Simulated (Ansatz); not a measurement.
Results of revPBE (Ansatz, a first-principles code, PAW) for 1T (CdI2-type) CdI₂.

Numerical settings: plane-wave cutoff 520 eV, 12×12×6 k mesh (along the axes of the cell as run), Fermi–Dirac smearing 0.01 eV, scalar-relativistic PAW data made under PBE.

Cell (relaxed at this level):

```cif
data_CdI2
_chemical_formula_sum 'Cd1 I2'
_space_group_name_H-M_alt 'P 1'
_space_group_IT_number 1
_cell_length_a 4.40188
_cell_length_b 4.40188
_cell_length_c 9.32575
_cell_angle_alpha 90.000
_cell_angle_beta 90.000
_cell_angle_gamma 120.000
loop_
_space_group_symop_operation_xyz
  'x, y, z'
loop_
_atom_site_label
_atom_site_type_symbol
_atom_site_fract_x
_atom_site_fract_y
_atom_site_fract_z
_atom_site_occupancy
Cd1 Cd 0.00000 0.00000 0.00000 1
I1 I 0.33333 0.66667 0.18462 1
I2 I 0.66667 0.33333 0.81538 1
```

Task: Give the computed band gap, smallest direct gap on the k points sampled and Γ–Γ gap.

Result: 
band gap: 2.54 eV
smallest direct gap on the k points sampled: 2.68 eV
Γ–Γ gap: 2.69 eV

Note: for a layered or molecular solid the relaxed cell lies over 5 % above the published volume, where the minimum can be shallow; the cell comes from a level without a dispersion term, which matters for the spacing of layers, chains or molecules.

Spin–orbit coupling is not included; with these elements it can move the gap by several tenths of an eV or more.

The computed numbers hold no vibrational or temperature effects.
